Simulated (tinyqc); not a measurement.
Pariser-Parr-Pople SCF with singles CI, for the molecule C=CC=C[CH2+] (SMILES; centres numbered as the heavy atoms are written), step by step. One step of it, computed by the program tinyqc.

Question. Iteration 3: Fock matrix. F_rr = H_rr + P_rr gamma_rr / 2 + sum_(s != r) P_ss gamma_rs; F_rs = H_rs - P_rs gamma_rs / 2; E = tr P (H + F) / 2 + core repulsion sum_(r<s) z_r z_s gamma_rs.

P after iteration 2, lower triangle:
```
           1C         2C        3C        4C        5C
1C   0.666525
2C   0.793268   0.992190
3C   0.350324   0.571745  0.682570
4C  -0.206380  -0.034362  0.571745  0.992190
5C  -0.306923  -0.206380  0.350324  0.793268  0.666525
```

core matrix H (eV), lower triangle:
```
            1C          2C          3C          4C          5C
1C  -25.601862
2C   -2.490000  -28.605411
3C    0.000000   -2.490000  -29.596883
4C    0.000000    0.000000   -2.490000  -28.605411
5C    0.000000    0.000000    0.000000   -2.490000  -25.601862
```

repulsion gamma_rs (eV), lower triangle:
```
           1C         2C         3C         4C         5C
1C  11.130000
2C   5.344569  11.130000
3C   3.872154   5.346287  11.130000
4C   2.881359   3.873196   5.346287  11.130000
5C   2.343780   2.881359   3.872154   5.344569  11.130000
```

Centres (angstrom, eV; a flat drawing with bonds scaled to 1.40 angstrom):
```
centre          x          y  core charge z          W   gamma_rr
1C      -2.425000  -0.280000              1  11.160000  11.130000
2C      -1.212000   0.420000              1  11.160000  11.130000
3C       0.000000  -0.280000              1  11.160000  11.130000
4C       1.212000   0.420000              1  11.160000  11.130000
5C       2.425000  -0.280000              1  11.160000  11.130000
```

Give: F; pi energy.

Answer.

F (eV), lower triangle:
```
         1C        2C        3C        4C       5C
1C  -9.5258
2C  -4.6098  -10.1089
3C  -0.6783   -4.0184  -10.0275
4C   0.2973    0.0665   -4.0184  -10.1089
5C   0.3597    0.2973   -0.6783   -4.6098  -9.5258
```

pi energy = -53.6599 eV
